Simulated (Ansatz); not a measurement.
Cartesian coordinates in Å:
```
Cl -0.1043 -2.3305 -1.4558
C -0.0086 -0.9439 -0.4648
C 0.3125 -0.7478 0.8125
C 0.0978 0.7437 0.7019
C -0.2756 0.4945 -0.7910
H 0.6123 -1.3980 1.6230
H -0.7170 1.1476 1.3078
H 0.9900 1.3583 0.8450
H -1.3077 0.7317 -1.0575
H 0.4005 0.9445 -1.5210
```

Charge 0, multiplicity 1.

(1) List the B3LYP/def2-TZVPP orbital energies in eV (Ansatz). (Estimate.)

Results:

(1) Computed: Occupied: -2762.74, -278.37, -277.25, -277.24, -277.08, -257.45, -196.53, -196.31, -196.30, -24.55, -22.82, -18.34, -17.62, -14.32, -13.61, -13.08, -11.62, -10.37, -9.69, -9.60, -9.50, -8.43, -6.83. Lowest empty: -0.07, 1.10, 1.37, 1.82, 2.17, 2.28, 2.93, 3.82.

B3LYP here is the variant with VWN-RPA as its local correlation; programs differ in this.
